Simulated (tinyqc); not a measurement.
Inside a calculation. Method: Pariser-Parr-Pople SCF with singles CI, for the molecule C=C1C=CC=C1 (SMILES; centres numbered as the heavy atoms are written). Computed by tinyqc, a small Python program that keeps every step. Settings: charge = 0, gamma = MN, start = huckel, damping = 0.5, iteration cap = 56, excitations kept = 9. Command: `OMP_NUM_THREADS=1 python tinyqc.py 26976 26977 out.jsonl` (the two numbers bound the seeds that draw the settings). One thread of a shared host (Intel(R) Xeon(R) Processor @ 2.60GHz), about 0.01 s of CPU time with the checks. Later iterations appear only in the table of the cycle.

## PPP integrals

Centres (angstrom, eV; a flat drawing with bonds scaled to 1.40 angstrom):
```
centre          x          y  core charge z          W   gamma_rr
1C       2.159000   0.000000              1  10.250000  12.610000
2C       0.759000   0.000000              1  10.250000  12.610000
3C      -0.064000   1.133000              1  10.250000  12.610000
4C      -1.395000   0.700000              1  10.250000  12.610000
5C      -1.395000  -0.700000              1  10.250000  12.610000
6C      -0.064000  -1.133000              1  10.250000  12.610000
```

Resonance integrals (eV):
```
i  j       beta
1  2  -2.540000
2  3  -2.540000
3  4  -2.540000
4  5  -2.540000
5  6  -2.540000
6  2  -2.540000
```

Mataga-Nishimoto: gamma = 14.399645/(R + a), a = 2 x 14.399645/(gamma_rr + gamma_ss); H_rr = -W_r - sum_(s != r) z_s gamma_rs; H_rs = beta for bonds.

repulsion gamma_rs (eV), lower triangle:
```
           1C         2C         3C         4C         5C         6C
1C  12.610000
2C   5.664863  12.610000
3C   3.959208   5.664053  12.610000
4C   3.022467   4.226723   5.665620  12.610000
5C   3.022467   4.226723   4.226249   5.664863  12.610000
6C   3.959208   5.664053   4.225344   4.226249   5.665620  12.610000
```

core matrix H (eV), lower triangle:
```
            1C          2C          3C          4C          5C          6C
1C  -29.878213
2C   -2.540000  -35.696417
3C    0.000000   -2.540000  -33.990474
4C    0.000000    0.000000   -2.540000  -33.055922
5C    0.000000    0.000000    0.000000   -2.540000  -33.055922
6C    0.000000   -2.540000    0.000000    0.000000   -2.540000  -33.990474
```

## Starting guess

pi electrons, sum of z_r less the charge = 6

Orbitals of the Hueckel matrix of the beta values.

P at the start, lower triangle:
```
           1C         2C         3C         4C        5C        6C
1C   0.622291
2C   0.758634   1.046987
3C   0.212348   0.449096   1.092331
4C  -0.309538  -0.097190   0.777936   1.073030
5C  -0.309538  -0.097190  -0.116491   0.520243  1.073030
6C   0.212348   0.449096  -0.354882  -0.116491  0.777936  1.092331
```

## Iteration 1: Fock matrix

F_rr = H_rr + P_rr gamma_rr / 2 + sum_(s != r) P_ss gamma_rs; F_rs = H_rs - P_rs gamma_rs / 2; E = tr P (H + F) / 2 + core repulsion sum_(r<s) z_r z_s gamma_rs.

F (eV), lower triangle:
```
           1C         2C         3C         4C         5C         6C
1C  -4.887703
2C  -4.688779  -4.125125
3C  -0.420365  -3.811853  -3.479611
4C   0.467783   0.205397  -4.743744  -3.100527
5C   0.467783   0.205397   0.246161  -4.013553  -3.100527
6C  -0.420365  -3.811853   0.749750   0.246161  -4.743744  -3.479611
```

pi energy = -69.069223 eV

## Iteration 1: orbitals and new P

Diagonalise F (the basis is taken as orthonormal) and form P = 2 sum c c over the lowest orbitals; 0.5 of the old P is kept.

orbital energies (eV): -12.144176  -8.824430  -7.271561  -1.744498  3.856333  3.955227

P after iteration 1, lower triangle:
```
           1C         2C         3C         4C        5C        6C
1C   0.740194
2C   0.799924   1.004170
3C   0.193961   0.414702   1.087184
4C  -0.317007  -0.062724   0.798727   1.040634
5C  -0.317007  -0.062724  -0.092951   0.493264  1.040634
6C   0.193961   0.414702  -0.365446  -0.092951  0.798727  1.087184
```

## Iteration 2: Fock matrix

As before.

F (eV), lower triangle:
```
           1C         2C         3C         4C         5C         6C
1C  -4.623467
2C  -4.805731  -4.059347
3C  -0.383965  -3.714447  -3.629983
4C   0.479071   0.132559  -4.802641  -3.363832
5C   0.479071   0.132559   0.196417  -3.937137  -3.363832
6C  -0.383965  -3.714447   0.772067   0.196417  -4.802641  -3.629983
```

pi energy = -69.221959 eV

## Iteration 2: orbitals and new P

As before.

orbital energies (eV): -12.202757  -8.901167  -7.498199  -1.516613  3.669454  3.778837

P after iteration 2, lower triangle:
```
           1C         2C         3C         4C        5C        6C
1C   0.795863
2C   0.823328   0.987763
3C   0.183634   0.394497   1.080214
4C  -0.316986  -0.047318   0.811981   1.027973
5C  -0.316986  -0.047318  -0.081495   0.477045  1.027973
6C   0.183634   0.394497  -0.368858  -0.081495  0.811981  1.080214
```

## Convergence

Stop when output and input P, before any damping, agree to 1e-7.

Course of the cycle:
```
iteration        E (eV)  largest |P(out) - P(in)|
1          -69.06922350                  2.36e-01
2          -69.22195874                  1.11e-01
3          -69.30308675                  5.40e-02
4          -69.34678406                  2.70e-02
5          -69.37028421                  1.40e-02
6          -69.38285618                  7.53e-03
7          -69.38954502                  4.78e-03
8          -69.39308663                  3.44e-03
9          -69.39495428                  2.49e-03
10         -69.39593589                  1.80e-03
11         -69.39645041                  1.31e-03
...                 ...                       ...
32         -69.39701252                  1.76e-06
33         -69.39701252                  1.29e-06
34         -69.39701252                  9.40e-07
35         -69.39701252                  6.86e-07
36         -69.39701252                  5.01e-07
37         -69.39701252                  3.66e-07
38         -69.39701252                  2.67e-07
39         -69.39701252                  1.95e-07
40         -69.39701252                  1.42e-07
41         -69.39701252                  1.04e-07
42         -69.39701252                  7.58e-08
```

Converged in 42 iterations.

## Converged orbitals

Charges are z - P_rr.

orbital energies (eV): -12.268390  -8.951018  -7.757647  -1.268412  3.408020  3.708848

coefficients:
```
         MO1        MO2        MO3        MO4        MO5        MO6
1C  0.334869   0.560561   0.000000   0.678871   0.000000  -0.335810
2C  0.545960   0.440586   0.000000  -0.317544   0.000000   0.637948
3C  0.407002  -0.096544   0.596412  -0.345406  -0.379858  -0.453567
4C  0.359506  -0.486320   0.379858   0.315983   0.596412   0.185482
5C  0.359506  -0.486320  -0.379858   0.315983  -0.596412   0.185482
6C  0.407002  -0.096544  -0.596412  -0.345406   0.379858  -0.453567
```

pi charges: 1C 0.147267, 2C 0.015624, 3C -0.061358, 4C -0.020088, 5C -0.020088, 6C -0.061358

## Singles CI, singlets

Over the 9 single excitations with the smallest orbital gaps: A = (e_a - e_i) delta + 2 (ia|jb) - (ij|ab), with (pq|rs) = sum c_mp c_mq gamma_mn c_nr c_ns. f = 2/3 w |mu|^2 in atomic units, mu = sqrt2 sum c_ia sum_m c_mi c_ma R_m.

singlet CI matrix (eV), lower triangle:
```
           3>4        2>4        1>4        3>5       3>6        2>5       2>6        1>5
3>4   2.799983
2>4   0.000000   5.466935
1>4   0.000000   0.127872   7.495038
3>5   0.000000  -0.806742   0.705542   7.793023
3>6   0.692641   0.000000   0.000000   0.000000  7.812134
2>5  -0.139893   0.000000   0.000000   0.000000  0.126359   8.822231
2>6   0.000000  -0.367772  -0.569714  -0.606911  0.000000   0.000000  8.873651
1>5   0.347141   0.000000   0.000000   0.000000  0.369474  -0.109422  0.000000  11.600976
1>6   0.000000  -0.149478  -0.167957   0.253726  0.000000   0.000000  0.195222   0.000000

           1>6
1>6  11.943449
```

singlet excitation energies (eV): 2.692510  5.105735  7.054203  7.846328  7.947544  8.836707  9.484185  11.659778  11.980429

oscillator strengths: 0.025846  0.646193  0.427641  0.339408  0.667110  0.228066  0.160193  0.022568  0.090831

## Singles CI, triplets

Over the 9 single excitations with the smallest orbital gaps: A = (e_a - e_i) delta - (ij|ab), with (pq|rs) = sum c_mp c_mq gamma_mn c_nr c_ns.

triplet CI matrix (eV), lower triangle:
```
           3>4        2>4        1>4        3>5        3>6       2>5        2>6       1>5
3>4   1.261171
2>4   0.000000   1.628351
1>4   0.000000  -0.840198   5.265684
3>5   0.000000   0.711277  -1.074833   4.646443
3>6  -1.140790   0.000000   0.000000   0.000000   5.439429
2>5   0.711277   0.000000   0.000000   0.000000   0.560181  6.562507
2>6   0.000000   0.538167   1.302511   0.560181   0.000000  0.000000   6.925251
1>5  -1.074833   0.000000   0.000000   0.000000  -1.056204  1.504958   0.000000  9.903878
1>6   0.000000   1.302511   0.077171  -1.056204   0.000000  0.000000  -0.895919  0.000000

          1>6
1>6  9.458716
```

triplet excitation energies (eV): 0.592017  1.006128  3.363260  5.325205  5.993663  6.605045  7.453799  10.107595  10.644718
